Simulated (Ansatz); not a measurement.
A nudged elastic band was laid between two geometries of BH4N (6 atoms, charge 0, multiplicity 1).

These are results of RKS PBE0/def2-SVP (Ansatz 0.2.0), not measurements.

- movable images: 7
- climbing image: yes
- spring: 5.0 eV/Å²
- optimiser: quadratic models (default)
- start path: through a guess of the saddle point
- force threshold: 0.03 eV/Å
- iteration limit: 60
- end points: relaxed

First end point:

```xyz
6
Properties=species:S:1:pos:R:3
B 0.141 0.000 0.081
H 0.188 -0.512 1.176
H 1.113 0.512 -0.425
N -1.061 0.000 -0.612
H -1.911 -0.410 -0.249
H -1.171 0.410 -1.531
```

Last end point:

```xyz
6
Properties=species:S:1:pos:R:3
B -0.323 0.408 -1.083
H 1.674 -0.066 1.110
H 1.975 -0.290 1.775
N -1.656 0.072 -1.114
H -2.114 -0.410 -0.344
H -2.258 0.286 -1.905
```

Problem. Which bonds break or form, and what moves?

Solution. Bonds broken: B1–H2, B1–H3. Bonds formed: H2–H3. BH4N becomes BH2N + H2.

Problem. What energy profile does the band end with?

Solution. The run converged. The highest image is number 2 of 0 to 8, 392.7 kJ/mol above the first end and 36.7 kJ/mol above the last; the last end lies 356.0 kJ/mol above the first. The profile has 2 maxima (images 2, 7) with wells between them (image 5): this band takes more than one step, which may be the mechanism or a detour left from its start path. Neighbouring images differ by up to 2.7 eV, so the band resolves the path poorly. A vibrational analysis at the climbing image gives one clearly imaginary mode, 769i cm⁻¹: a first-order saddle point. The orbitals stay closed-shell, which can raise the energy where a bond breaks towards radicals; this wasn't checked here.

```
image  path coordinate (Å)  energy (kJ/mol)  B1–H2 (Å)  B1–H3 (Å)  H2–H3 (Å)
    0                 0.00              0.0       1.21       1.21       2.11
    1                 0.77            128.1       1.24       1.16       1.60
    2                 1.55            392.7       1.71       1.33       0.92
    3                 2.32            366.3       2.54       1.98       0.78
    4                 3.09            357.1       3.29       2.66       0.76
    5                 3.86            356.3       3.60       2.91       0.76
    6                 4.63            357.5       4.09       3.55       0.76
    7                 5.40            358.1       3.71       4.16       0.76
    8                 6.18            356.0       3.00       3.73       0.76
```

Problem. What is the geometry of the highest image?

Solution. 
```xyz
6
Properties=species:S:1:pos:R:3:forces:R:3
B 0.250 0.372 -0.595 0.00 0.00 0.00
H 0.390 -0.388 0.930 0.00 0.00 0.00
H 1.034 0.053 0.435 0.00 0.00 0.00
N -1.097 0.052 -0.707 0.00 0.00 0.00
H -1.707 -0.450 -0.076 0.00 0.00 0.00
H -1.571 0.360 -1.548 0.00 0.00 0.00
```

The band took 28 iterations and of the order of 110 core-seconds.

Time of the run: 110 s on 1 thread of Intel(R) Xeon(R) Platinum 8488C (Sapphire Rapids) (shared host), peak memory 0.11 GiB.
